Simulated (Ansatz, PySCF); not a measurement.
This PySCF input computes a CCSD(T)/cc-pVDZ energy:

```python
from pyscf import gto, scf, mp, cc as ccmod

mol = gto.M(
    atom='''
    O    -0.00243054    0.00011527    0.11558805
    H     0.00282272    0.82504889   -0.46332048
    H     0.01662162   -0.82597103   -0.46138388
    ''',
    basis='cc-pvdz',
    charge=1,
    spin=1,
    verbose=4,
)

mf = scf.UHF(mol)
mf.conv_tol = 1e-10
mf.max_cycle = 100
mf.kernel()
mo, _, stable, _ = mf.stability(return_status=True)
if not stable:
    mf.kernel(mf.make_rdm1(mo, mf.mo_occ))
mp2 = mp.MP2(mf, frozen=1).run()
cc = ccmod.CCSD(mf, frozen=1)
cc.max_cycle = 100
cc.kernel()
et = cc.ccsd_t()
print(f'E(CCSD(T)) = {cc.e_tot + et:.9f}')
```

Write an input for the same energy in Ansatz (a quantum-chemistry and plane-wave program) and say what it gives.


Ansatz 0.2 input:
```yaml
crystal:
  periodic: [false, false, false]
  atoms:
    - {symbol: O, position_ang: [-0.00243054, 0.00011527, 0.11558805]}
    - {symbol: H, position_ang: [0.00282272, 0.82504889, -0.46332048]}
    - {symbol: H, position_ang: [0.01662162, -0.82597103, -0.46138388]}
basis:
  gaussian:
    orbitals: cc-pVDZ
total_charge: 1
magnetization: {spin_polarized: true, initial_magnetization: 1}
correlation: {method: ccsd_t, electrons: outside_noble_gas}
```
It gives -75.80608 Eh, and PySCF -75.80608 Eh, a difference of 0.00 mEh.
